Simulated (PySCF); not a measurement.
CH3F, SMILES CF.

Geometry optimised at r2SCAN-D4/def2-TZVP.

The numbers are results of r2SCAN-D4/def2-TZVP run with PySCF, not measurements.

Frequencies are harmonic and unscaled.

Modes within 1.5 cm⁻¹ of each other (mostly degenerate sets) share a row, with their intensities summed.

Computed normal modes with their intensities:
```csv
mode,ν (cm⁻¹),IR (km/mol),Raman (Å⁴/amu),depolarisation,moving atoms (share of kinetic energy)
1,1059,109.3,4.4,0.58,"C 52 %, F 43 %"
2–3,1194,1.3,10.2,0.75,"H 79 %, C 17 %"
4,1481,1.7,2.5,0.56,"H 88 %, C 11 %"
5–6,1489,7.6,20.7,0.75,H 96 %
7,3025,33.3,149.0,0.03,H 98 %
8–9,3115,78.1,110.7,0.75,"H 90 %, C 10 %"
```
